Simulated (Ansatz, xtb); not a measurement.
## CH3NSi−: where a starting geometry ends

The starting geometry of this gas-phase doublet has its atoms placed at random.

| atom | x (Å) | y (Å) | z (Å) |
| --- | --- | --- | --- |
| C | 1.5558 | 0.8766 | -0.9162 |
| N | -0.9531 | 0.1072 | -1.9732 |
| Si | -0.7084 | -0.1363 | 0.0164 |
| H | -0.5912 | -0.1135 | 1.6668 |
| H | 2.1551 | -0.0093 | -0.1201 |
| H | -0.1587 | -1.5397 | -0.8032 |

Problem. Guess where an optimisation with r2SCAN-D4/def2-SVPD ends from this start.

Solution. It ends as `[N-]=C[SiH2]`. Distances that change by over a tenth: C1–H5 (1.33 → 1.13 Å), Si3–H6 (1.72 → 1.54 Å). Contacts that open: N2–Si3 (2.02 → 2.94 Å). Contacts that close: C1–N2 (2.83 → 1.24 Å), C1–Si3 (2.65 → 1.98 Å).

The energy falls by 8.38 eV over 41 steps:

| step | E − E(last) (eV) |
| --- | --- |
| 1 | 8.384 |
| 5 | 3.771 |
| 10 | 3.359 |
| 14 | 1.875 |
| 19 | 0.897 |
| 23 | 0.856 |
| 28 | 0.711 |
| 32 | 0.097 |
| 37 | 0.000 |
| 41 | 0.000 |

Final geometry (Å):

```tsv
atom	x (Å)	y (Å)	z (Å)
C	0.7505	0.2819	-0.9495
N	0.6500	0.2137	-2.1865
Si	0.1981	-1.0013	0.4490
H	-0.5272	0.0697	1.2927
H	1.2949	1.1615	-0.4961
H	-1.0667	-1.5404	-0.2391
```

From the same start GFN2-xTB ends elsewhere, at `[CH]1[N-][SiH2]1`.

From so rough a start the end depends on the optimiser's path, so another program may land elsewhere. No frequencies were run, so the end isn't proven a minimum. Open shells are spin-unrestricted. Run with Ansatz 0.2.0, 3.3 min on 2 threads of Intel(R) Xeon(R) Platinum 8259CL CPU @ 2.50GHz (Skylake/Cascade Lake) (shared host).
